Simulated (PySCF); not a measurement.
## How methods differ on the electron affinity of B

B⁻ [He] 2s2 2p2 (3P) → B [He] 2s2 2p1 (2P), as a difference of total energies. Calculation: PySCF 2.14, in dyall-acv3z (15s9p4d2f, 76 functions); no relativity, point nucleus. Correlated levels: valence and next inner shell: nothing frozen; virtual orbitals above 40 to 60 times the deepest correlated orbital energy dropped. The calculations carry no spin-orbit coupling.

| method | electron affinity (eV) |
| --- | --- |
| UHF | -0.304 |
| MP2 (valence and next inner shell) | 0.208 |
| SCS-MP2 (valence and next inner shell) | 0.057 |
| CCSD (valence and next inner shell) | 0.172 |
| CCSD(T) (valence and next inner shell) | 0.238 |

Errors of the correlated levels include the incompleteness of this basis.

A negative affinity means that the anion lies above the atom at that level of theory.

For comparison: 0.280 eV (measured; photodetachment measurements, as compiled on the Wikipedia data page of electron affinities).
